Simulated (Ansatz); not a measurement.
# AlBH₂+ (doublet): wave-function methods side by side, def2-QZVPP

One table from this session's results is given with a row withheld; the runs are named, their logs left out.

Program: Ansatz 0.2.0, Gaussian basis. Level of theory: def2-QZVPP, core rule «outside noble gas», up to 6 orbitals frozen. These are calculated values, not measurements.

Plan: UHF; ROHF; CCSD(T) on UHF.

2 further runs of the same task are left out: 2 set aside as unsound or not needed.

## The geometry

The geometry is a PBE0/def2-TZVP stationary point (not a proven minimum) of the parent state, kept for this charge and spin.

4 atoms, charge 1, spin multiplicity 2.

Atoms are counted from 1 here; the program's logs count them from 0.

Bond lengths: B1–Al2 2.055 Å, B1–H3 1.197 Å, Al2–H4 1.595 Å. Angles: Al2–B1–H3 139.8°, B1–Al2–H4 128.5°.

The first run:

Contents of in.yaml:

```yaml
crystal:
  periodic: [false, false, false]
  atoms:
    - {symbol: B, position_ang: [0.000000, -0.236580, 1.427367]}
    - {symbol: Al, position_ang: [0.000000, 0.116336, -0.597031]}
    - {symbol: H, position_ang: [0.000000, 0.366780, 2.461377]}
    - {symbol: H, position_ang: [0.000000, -0.943450, -1.789164]}
basis:
  gaussian: {orbitals: "def2-QZVPP.json"}
total_charge: 1
magnetization: {spin_polarized: true, initial_magnetization: 1}
hamiltonian: {xc: hf}
output: {orbitals: {seedname: orbitals}}
```

On the command line:

```
$ ansatz run in.yaml --threads 1 --pin off --events-out ev --progress --plain --max-ram 2393MiB
```

Among the steps run: UHF; ROHF; CCSD(T) on UHF.

One table of the session follows, with a row left open; its other results are not shown here.

```
  method  from UCCSD(T) (kJ/mol)
    ROHF                  +434.4
     UHF                       ?
    UMP2                   +89.2
   UCCSD                   +11.8
UCCSD(T)                       0
```

Estimate the missing values for UHF.

The run gave: from UCCSD(T) (kJ/mol): +417.5. In the column «from UCCSD(T) (kJ/mol)» it lies between UMP2 (+89.2) and ROHF (+434.4).
